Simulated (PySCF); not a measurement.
**Dipole moment and polarisability of `N#CC1(F)C=C1`**

Compound: C4H2FN.
Cartesian coordinates in Å at the GFN2-xTB level; atoms count from 1:
```xyz
8
C4H2FN angstrom
N      2.5318   -0.2314   -0.7677
C      1.5148   -0.2203   -0.2440
C      0.2304   -0.1911    0.3769
F      0.2532   -0.6884    1.6699
C     -0.7884    0.8538    0.0512
C     -1.0359   -0.3412   -0.4041
H     -1.0466    1.8723    0.2026
H     -1.6502   -1.0443   -0.9093
```

Level: wB97X-D/def2-SVPD (PySCF), static field, nuclei fixed, core orbitals frozen in the response. The polarisability tensor in these axes (au):

```
x   58.43 -2.44 -2.34
y   -2.44 42.39  1.19
z   -2.34  1.19 40.49
```

Q: Give the principal values, the mean and the anisotropy Δα = √{½[(α1 − α2)² + (α2 − α3)² + (α1 − α3)²]}.

A: Principal values 39.85, 42.34 and 59.12 au; mean 47.10 au = 6.98 Å³ = 7.77 × 10⁻⁴⁰ C²·m²/J; Δα = 18.15 au (39 % of the mean).

Q: What is the dipole moment, and where does it point?

A: (-4.35, 1.10, -0.52) D, 4.52 D in size, pointing from the negative to the positive side. Measured along this direction, the outermost atoms are N1 at the negative end and H7 and H8 at the positive end.

Q: Give the eigenvalues of the traceless quadrupole moment Θ = ½Σq(3rr − r²1), origin at the centre of nuclear charge.

A: -11.80, 3.33, 8.47 D·Å. The values depend on the origin, since the dipole doesn't vanish. The electronic extent ⟨r²⟩ about the same centre is 475 bohr², a root-mean-square distance of 1.78 Å for the 42 electrons.

Q: Sum over states: ᾱ = Σ f/ω², ω in Eh. What share falls to these 8 lowest TDDFT singlets (eV, f)? 6.13, 0.0076; 7.07, 0.0006; 7.29, 0.0524; 7.75, 0.0210; 8.02, 0.0022; 8.19, 0.0560; 8.69, 0.0009; 8.83, 0.0077.

A: They add up to 1.87 au, 4.0 % of the 47.10 au; the largest single term is 0.73 au, from the state at 7.29 eV. Terms in order: 0.15, 0.01, 0.73, 0.26, 0.02, 0.62, 0.01, 0.07 au. Higher excitations give the rest. The strengths listed sum to 0.148.

Q: Refractivity n − 1 of an ideal gas of it at 500 K and 1 atm, from the electronic α?

A: N = p/kT = 1.4678 × 10¹⁹ cm⁻³, so n − 1 = 2π × N × 6.98 × 10⁻²⁴ cm³ = 644 × 10⁻⁶ at long wavelengths, for an ideal gas.

Q: Give the principal axes and the span of the nuclei along them.

A: Largest value along (0.98, -0.15, -0.13), where the nuclei span 3.95 Å; middle along (0.19, 0.92, 0.35), 3.18 Å; least along (0.07, -0.37, 0.93), 2.39 Å. The response follows the extents in order.

Geometry: GFN2-xTB; no solvent, vibrations or thermal averaging.

These values come from a run that also computed excited states. The run took 10 s of wall time on an Arm Neoverse V2 with one thread, no GPU, on a shared host.

The pairwise dispersion term of wB97X-D wasn't added to the energies; at a given geometry it leaves orbitals and properties as they are.
